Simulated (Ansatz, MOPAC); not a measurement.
Molecule: C3H7O, charge 0, multiplicity 2. SMILES: CC(O)[CH2]

Atoms: O1, C2, H3, H4, C5, C6, H7, H8, H9, H10, H11. Bonds: O1-C2, O1-H3, C2-H4, C2-C5, C2-C6, C5-H8, C5-H10, C6-H7, C6-H9, C6-H11.

Bond lengths (Å) and angles (degrees) optimised at MNDO with MOPAC; HF/STO-3G with Ansatz (an electronic-structure program); PBE/6-31G* with Ansatz; MP2/6-31G* with Ansatz, each started from the B3LYP-D3(BJ)/def2-TZVP structure (Ansatz) of the last column. A row stands for all coordinates that are equal there; 11 of 24 kinds are shown. 6-31G* holds six Cartesian d functions. No wavenumbers were computed at MNDO, HF/STO-3G, PBE/6-31G*, MP2/6-31G*, so these may be saddle points.

```tsv
coordinate	MNDO	HF/STO-3G	PBE/6-31G*	MP2/6-31G*	B3LYP-D3(BJ)/def2-TZVP
O1-C2	1.404	1.439	1.435	1.434	1.430
O1-H3	0.947	0.991	0.979	0.972	0.963
C2-H4	1.131	1.103	1.122	1.107	1.106
C2-C5	1.501	1.526	1.488	1.487	1.480
C2-C6	1.555	1.554	1.541	1.527	1.531
C5-H8	1.082	1.082	1.092	1.082	1.080
C6-H7	1.108	1.086	1.102	1.092	1.090
C6-H9	1.109	1.087	1.105	1.095	1.093
O1-C2-C5	108.9	107.2	107.5	106.5	107.6
O1-C2-C6	112.2	111.9	111.4	111.0	111.4
C5-C2-C6	111.7	111.3	112.5	112.4	112.7
```

Mean signed difference of all 10 bond lengths from B3LYP-D3(BJ)/def2-TZVP: MNDO 0.008 Å, HF/STO-3G 0.009 Å, PBE/6-31G* 0.012 Å, MP2/6-31G* 0.003 Å.
